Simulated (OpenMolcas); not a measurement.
# SVWN/def2-TZVP (RICD fitting) run of C2H2F4 (norflurane)

Aim: the vertical singlet–triplet gap of C2H2F4 (norflurane) at SVWN/def2-TZVP (RICD fitting), from 2 runs. 

The calculation is run with OpenMolcas 26.06.

### 1 Starting point

C2H2F4 has 8 atoms, charge 0, and is taken as a singlet. SMILES: `FCC(F)(F)F`. Geometry: relaxed at PBE0-D4/def2-TZVP.

Bond lengths: F1–C2 1.364 Å, C2–C3 1.514 Å, C3–F4 1.332 Å, C3–F5 1.339 Å, C3–F6 1.332 Å, C2–H7 1.092 Å, C2–H8 1.092 Å. Some angles: F1–C2–C3 109.8°, C2–C3–F4 111.9°, C2–C3–F5 108.9°, C2–C3–F6 111.9°, F4–C3–F5 108.1°, F4–C3–F6 107.9°, F5–C3–F6 108.1°, F1–C2–H7 109.7°, F1–C2–H8 109.7°, C3–C2–H7 108.6°.

### 2 Energy and forces at SVWN/def2-TZVP (RICD fitting)

The input, mol.xyz:

```xyz
8

F     -0.224600    -1.506500     0.915200
C     -0.211200    -0.737800    -0.211700
C      0.211200     0.674300     0.135500
F      1.434400     0.711300     0.662400
F      0.217100     1.411800    -0.982100
F     -0.624600     1.243600     1.002900
H      0.502000    -1.148600    -0.930100
H     -1.212300    -0.705100    -0.647900
```

The input, job.inp:

```
&GATEWAY
 BasLib=$CurrDir
 Coord=mol.xyz
 Basis=def2-TZVP
 Group=NoSym
 RICD

&SEWARD

&SCF
 KSDFT=SVWN
 PrOrbitals=0

&ALASKA
```

The basis set def2-TZVP is read from a file made from the Basis Set Exchange's data (not shown).

Launch:

```bash
export MOLCAS_MEM=1860
pymolcas job.inp > job.log
```

What it wrote:

```text
--- Start Module: gateway ---
[...]
--- Stop Module: gateway /rc=_RC_ALL_IS_WELL_ ---
[...]
      Basis functions          198
[...]
--- Start Module: scf ---
[...]
       Convergence after  14 Iterations
[...]
::    Total KS-DFT energy                            -474.7809647441
[...]
      Total spin, S                                     0.0000000000
[...]
      Total electronic charge=   50.000000
      Total            charge=   -0.000000
[...]
      Dipole Moment (debye):
      Origin of the operator (angstrom)=    0.1424    0.3207    0.2731
                   X= -4.8822E-01               Y= -8.3380E-01               Z= -1.6539E+00           Total=  1.9155E+00
      Quadrupole Moment (debye*angstrom):
[...]
--- Stop Module: scf /rc=_RC_ALL_IS_WELL_ ---
[...]
--- Start Module: alaska ---
[...]
 *              Molecular gradients               *
 **************************************************
  Irreducible representation: a
 ------------------------------------------------------------------------------------------
                              X                       Y                       Z
 ------------------------------------------------------------------------------------------
  F1               -3.45548182260291E-04   -2.47527440020612E-03    1.82823750969163E-03
  C2               -3.09119229774346E-03   -5.48523942781642E-03   -1.03178294014477E-02
  C3                1.17775680890708E-03    3.96829853637515E-03    1.15381710900886E-03
  F4                1.72885689741520E-03    6.76696931783294E-04    3.98774506189525E-04
  F5                1.41362481186125E-04    1.03942318708405E-03   -7.56485998202550E-04
  F6               -9.66007356330678E-04    1.37260675709427E-03    8.31698973772887E-04
  H7               -4.32749229282026E-03    1.74479526542282E-03    4.25650047237713E-03
  H8                5.68226394184634E-03   -8.41306849941548E-04    2.60528682876648E-03
[...]
--- Stop Module: alaska /rc=_RC_ALL_IS_WELL_ ---
[...]
```

Run time: 27 s. Hardware: 1 thread of Arm Neoverse V1, shared host; peak memory 0.39 GiB.

### 3 The triplet at the same level

mol.xyz is that of step 2.

The input, job.input:

```
>>> EXPORT MOLCAS_PRINT=2

&gateway
 baslib=$CurrDir
 coord=mol.xyz
 basis=def2-TZVP
 group=NoSym
 ricd

&seward

&scf
 uhf
 spin=3
 ksdft=SVWN
 prorbitals=0

&alaska
```

The basis set def2-TZVP is read from a file made from the Basis Set Exchange's data (not shown).

Launch:

```bash
export MOLCAS_MEM=1860
pymolcas job.input > job.log
```

What it wrote:

```text
--- Start Module: gateway ---
[...]
--- Stop Module: gateway /rc=_RC_ALL_IS_WELL_ ---
[...]
      Basis functions          198
[...]
--- Start Module: scf ---
[...]
       Convergence after  23 Iterations
[...]
::    Total KS-DFT energy                            -474.4656450967
[...]
      Total spin, S                                     1.0002928966
[...]
      Total electronic charge=   50.000000
      Total            charge=   -0.000000
[...]
      Dipole Moment (debye):
      Origin of the operator (angstrom)=    0.1424    0.3207    0.2731
                   X= -9.8659E-02               Y=  3.3535E-01               Z= -1.1246E+00           Total=  1.1776E+00
      Quadrupole Moment (debye*angstrom):
[...]
--- Stop Module: scf /rc=_RC_ALL_IS_WELL_ ---
[...]
--- Start Module: alaska ---
[...]
 *              Molecular gradients               *
 **************************************************
  Irreducible representation: a
 ------------------------------------------------------------------------------------------
                              X                       Y                       Z
 ------------------------------------------------------------------------------------------
  F1                2.87654573504414E-03    6.16753382765012E-02   -7.95963332347700E-02
  C2                4.95855632290843E-03   -3.52298037311432E-02    8.60999084045793E-02
  C3               -1.23512763854727E-03    1.65054533842702E-02   -3.29350921686338E-02
  F4               -1.62386359541884E-02   -4.63463809108333E-05    1.04682379854744E-02
  F5               -3.96855370139730E-03   -2.98149014306741E-02    2.25071904998764E-02
  F6                1.66306795536268E-02   -8.60198070441598E-03    4.99317048092429E-03
  H7               -1.94672471400823E-02    2.40405842877678E-03   -2.81102485969953E-03
  H8                1.64437828225044E-02   -6.89181784233148E-03   -8.72605710804830E-03
[...]
--- Stop Module: alaska /rc=_RC_ALL_IS_WELL_ ---
[...]
```

Run time: 45 s. Hardware: 1 thread of Arm Neoverse V1, shared host; peak memory 0.4 GiB.

### 4 Results

Level: SVWN/def2-TZVP (RICD fitting).

| quantity | value |
| --- | --- |
| singlet: total energy | -474.78096 Eh |
| singlet: dipole moment | 1.92 D |
| singlet: HOMO energy | -9.33 eV |
| singlet: LUMO energy | -0.60 eV |
| singlet: HOMO–LUMO gap | 8.73 eV |
| singlet: largest force on an atom | 0.622 eV/Å |
| triplet: total energy | -474.46565 Eh |
| triplet: dipole moment | 1.18 D |
| triplet: HOMO energy (highest over α and β) | -1.26 eV |
| triplet: ⟨S²⟩ | 2.001 |
| triplet: largest force on an atom | 5.180 eV/Å |
| vertical energy of the triplet above the singlet | 8.580 eV |

At this shape the triplet lies 8.58 eV (828 kJ/mol) above the singlet. The largest force (singlet) is 0.62 eV/Å: the shape isn't a stationary point for this species at this level. Mulliken charges (singlet) run from -0.17 on F1 to +0.32 on C3; they depend strongly on the basis. Mulliken charges (triplet) run from -0.40 on C2 to +0.18 on C3; they depend strongly on the basis.
